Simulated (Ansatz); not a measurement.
**CH₂NOP: small, medium and large basis sets**

Aim: see how fast density functionals converge with the basis set for CH₂NOP.

The runs use Ansatz 0.2.0, Gaussian basis; one geometry, several basis sets.

Plan: PBE0-D4/def2-SVP; ωB97M-V/def2-SVP; PBE0-D4/def2-QZVPP; ωB97M-V/def2-QZVPP; the functionals' def2-TZVPP values are taken from earlier runs.

**1. The geometry**

The geometry comes from an earlier relaxation with PBE0-D4 in a triple-zeta def2 set; it is a stationary point.

SMILES `O=C=NP`, 6 atoms, charge 0, spin multiplicity 1.

Atoms are counted from 1 here; the program's logs count them from 0.

Bond lengths: O1–C2 1.165 Å, C2–N3 1.198 Å, N3–P4 1.702 Å, P4–H5 1.422 Å, P4–H6 1.422 Å. Angles: O1–C2–N3 175.4°, C2–N3–P4 142.6°, N3–P4–H5 97.2°, N3–P4–H6 97.2°, H5–P4–H6 92.0°.

**2. PBE0-D4 in def2-SVP**

Input file in.yaml:

```yaml
crystal:
  periodic: [false, false, false]
  atoms:
    - {symbol: O, position_ang: [1.232669, -2.073979, 1.254807]}
    - {symbol: C, position_ang: [0.766618, -1.160338, 0.703122]}
    - {symbol: N, position_ang: [0.376902, -0.185941, 0.124449]}
    - {symbol: P, position_ang: [-1.036554, 0.580446, -0.432358]}
    - {symbol: H, position_ang: [-0.568142, 0.890842, -1.738134]}
    - {symbol: H, position_ang: [-0.729492, 1.884870, 0.042013]}
basis:
  gaussian: {orbitals: def2-SVP}
hamiltonian: {xc: pbe0, dispersion: d4}
output: {orbitals: {seedname: orbitals}}
```

Further steps of the session: ωB97M-V in def2-SVP; PBE0-D4 in def2-QZVPP; ωB97M-V in def2-QZVPP.

Before running them: what should the planned runs give, taken together? Wanted: PBE0-D4: double and triple zeta above quadruple; ωB97M-V: double and triple zeta above quadruple.

As calculated:

```
                                       quantity          value
PBE0-D4: double and triple zeta above quadruple  9.16, 0.54 eV
ωB97M-V: double and triple zeta above quadruple  9.28, 0.50 eV
```

What this shows: PBE0-D4 gains 8.63 eV from double to triple zeta, then 0.54 eV more. These are total energies; as a rule much of such shifts cancels in differences, which this series doesn't test. The LUMO of ωB97M-V is positive and keeps falling with the basis (2.24 to 1.23 eV): an unbound level that the basis holds in place.
